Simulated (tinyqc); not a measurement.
Worked calculation: Hueckel theory of the pi electrons, for the molecule [CH2]C([CH2])=C (SMILES; centres numbered as the heavy atoms are written). One step of it, computed by the program tinyqc.

Task: Energy, charges, bond orders. E = sum n x; q_r = z_r - P_rr; bond order p = P_rs; free valence = sqrt(3) - sum of p over the bonds of the atom.

x values: 1.732051  0.000000  0.000000  -1.732051

occupations: 2.000000  1.000000  1.000000  0.000000

charge and bond-order matrix P, lower triangle:
```
,1C,2C,3C,4C
1C,1.000000
2C,0.577350,1.000000
3C,0.000000,0.577350,1.000000
4C,0.000000,0.577350,0.000000,1.000000
```

Centres:
```
centre,"z_r, pi electrons of the neutral centre",h
1C,1,0.000000
2C,1,0.000000
3C,1,0.000000
4C,1,0.000000
```

Bonds:
```
i,j,k
1,2,1
2,3,1
2,4,1
```

Give: pi energy = 4 alpha + this times beta; pi charges; Bond orders and lengths from R = 1.517 - 0.180 p; free valence of the carbons; gap between the highest filled and the next level.

Result:

pi energy = 4 alpha + this times beta = 3.464

pi charges: 1C 0.000, 2C 0.000, 3C 0.000, 4C 0.000

Bond orders and lengths from R = 1.517 - 0.180 p (angstrom, C-C alone):
```
bond,p,R
1-2,0.577,1.413
2-3,0.577,1.413
2-4,0.577,1.413
```

free valence of the carbons: 1C 1.155, 2C 0.000, 3C 1.155, 4C 1.155

gap between the highest filled and the next level = 1.732 |beta|
